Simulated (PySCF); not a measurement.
Species: C4H9S (doublet state).
Numbering: `[CH2:1][C@@H:2]([SH:3])[CH2:4][CH3:5]` (hydrogens: H6, H7 on C1; H8 on C2; H9 on S3; H10, H11 on C4; H12, H13, H14 on C5)

Geometry (GFN2-xTB, Å), atoms numbered from 1 in this order:
```
atom  x, y, z in Å
C1     0.6273   -0.6638   -1.3885
C2     0.7098   -0.4357    0.0177
S3     2.5061    0.2713    0.3360
C4    -0.2812    0.5522    0.6056
C5    -1.6878   -0.0394    0.6105
H6     0.3048    0.1247   -2.0448
H7     1.0841   -1.5286   -1.8306
H8     0.7744   -1.3510    0.6068
H9     2.3324    1.3569   -0.4126
H10    0.0143    0.8012    1.6264
H11   -0.2718    1.4714    0.0146
H12   -1.7208   -0.9407    1.2184
H13   -2.3965    0.6767    1.0189
H14   -1.9957   -0.2955   -0.4007
```

The hyperfine couplings belong to this conformer and change with its torsions.

The calculation used UKS B3LYP, pcH-1 on C H S, non-relativistic, mean-field spin-orbit, GIAO in PySCF 2.14.0. One conformer (not necessarily the lowest) at the GFN2-xTB geometry, without solvent, vibrations or thermal averaging. A GFN2-xTB geometry isn't a minimum of the functional, and hyperfine couplings can be far from their values at a DFT geometry. No stability test was run, so a lower SCF solution isn't excluded.

Q: What is the g tensor, term by term?

A: 
```json
{"Δg (ppm)": "relativistic mass correction", "1": "-170", "2": "-170", "3": "-170"}
{"Δg (ppm)": "gauge correction", "1": "12", "2": "6", "3": "31"}
{"Δg (ppm)": "orbital Zeeman/spin–orbit", "1": "-2354", "2": "-113", "3": "2062"}
{"Δg (ppm)": "total", "1": "-2513", "2": "-277", "3": "1924"}
```

So g = 1.99981, 2.00204, 2.00424 and g_iso = 2.00203; the tensor is rhombic: the two nearest values differ by 50 % of g3 − g1. Axes: g1 points within 10° of the C2–C4 bond.

Q: How much does each term add to the isotropic shift?

A: The mass correction -170, the orbital-Zeeman/spin–orbit term -135 and the gauge correction 16 ppm, for a total of -289 ppm. The mass correction is the largest in size. The mass correction is the same along every axis, so the anisotropy comes from the other two: their spans along these axes are 25 (gauge) and 4417 ppm (orbital Zeeman/spin–orbit).

Q: What are the electron Larmor frequencies g μB B/h along the three axes at 3350 mT?

A: 93.7658, 93.8706, 93.9738 GHz for g1, g2 and g3, a range of 208.0 MHz.

Q: In a frozen sample, at which fields do the three g values resonate at 9.5, 34, 94 and 263 GHz (hyperfine left aside), and which band first spreads them over more than twice a line width of 1.0 mT?

A: 
```tsv
band	GHz	B(g3) mT	B(g2) mT	B(g1) mT	spread mT
X	9.5	338.66	339.03	339.41	0.75
Q	34.0	1212.04	1213.37	1214.73	2.69
W	94.0	3350.93	3354.62	3358.37	7.43
J	263.0	9375.49	9385.79	9396.29	20.80
```

The spread grows in proportion to the frequency. Q band is the first where it exceeds 2.0 mT.

The largest Mulliken spin populations are on C1 (+0.94), S3 (+0.22) and C2 (-0.10). The angles at C1 add up to 358.6°, so it is planar; its axial dipolar tensor and the negative couplings of its protons fit spin in a p orbital normal to that plane.

The HOMO–LUMO gaps are 5.86 eV among the α and 4.37 eV among the β orbitals.
